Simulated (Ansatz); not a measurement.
Input for Ansatz (development build ahead of 0.2.0):

```yaml
crystal:
  periodic: [false, false, false]
  atoms:
    - { symbol: F, position_ang: [-1.15738, -0.72614, 0.10101] }
    - { symbol: H, position_ang: [-0.29326, -0.76717, 0.68163] }
    - { symbol: F, position_ang: [1.08063, 0.69902, -0.111] }
    - { symbol: H, position_ang: [0.36325, 0.77686, -0.63813] }
basis:
  gaussian: { orbitals: def2-SVP }
total_charge: 1
magnetization:
  spin_polarized: true
  initial_magnetization: 1
hamiltonian:
  xc: hf
output:
  forces: true
```

The input is written out in the form of the current development build from the run's settings.

Output:

```
Converged                       : yes
Total energy                    : -199.34490 hartree
Spin squared of the determinant : 0.754
Stability test                  : minimum
```

Forces (eV/Å):
```json
{"atom": "F1", "Fx": "0.884", "Fy": "-0.378", "Fz": "0.969"}
{"atom": "H2", "Fx": "-0.633", "Fy": "0.323", "Fz": "-0.755"}
{"atom": "F3", "Fx": "-0.337", "Fy": "-0.958", "Fz": "0.861"}
{"atom": "H4", "Fx": "0.086", "Fy": "1.013", "Fz": "-1.075"}
```
